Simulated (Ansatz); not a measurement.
Which isomer of C4H5NO gives these data?

These gas-phase data were calculated for one isomer of C4H5NO at B3LYP-D3(BJ)/def2-SVP (harmonic, unscaled wavenumbers; equilibrium rotational constants with average atomic masses):

```
rotational constants            : 6.603, 2.53, 1.968 GHz
all wavenumbers above 1500 cm⁻¹ : 3160, 3152, 3061, 3004, 2925, 2378, 1862
```

Candidates:

(1) `C[C@H](C#N)C=O`, a singlet
(2) `Cc1ccno1`, a singlet
(3) `C#CCC(N)=O`, a singlet

**Question.** Which structure fits?

**Answer.** Candidate (1). No mode falls between 3250 and 3800 cm⁻¹, where the N–H stretch of (3) would stand. The band at 2378 cm⁻¹ lies where the C≡N stretch is expected; (2) has no mode between 2050 and 2420 cm⁻¹.

The same quantities for all candidates:

|  | rotational constants (GHz) | wavenumbers above 1500 cm⁻¹ | E above the lowest, B3LYP-D3(BJ)/def2-SVP (kcal/mol) |
| --- | --- | --- | --- |
| (1) | 6.603, 2.53, 1.968 | 3160, 3152, 3061, 3004, 2925, 2378, 1862 | 0.0 |
| (2) | 9.254, 3.554, 2.61 | 3276, 3238, 3153, 3111, 3040, 1652, 1535 | 12.3 |
| (3) | 9.265, 2.297, 1.862 | 3715, 3578, 3469, 3097, 3053, 2225, 1835, 1583 | 11.5 |

Harmonic stretches to hydrogen usually lie a few per cent above observed fundamentals. Each candidate is one conformer. Programs: Ansatz 0.2.0.
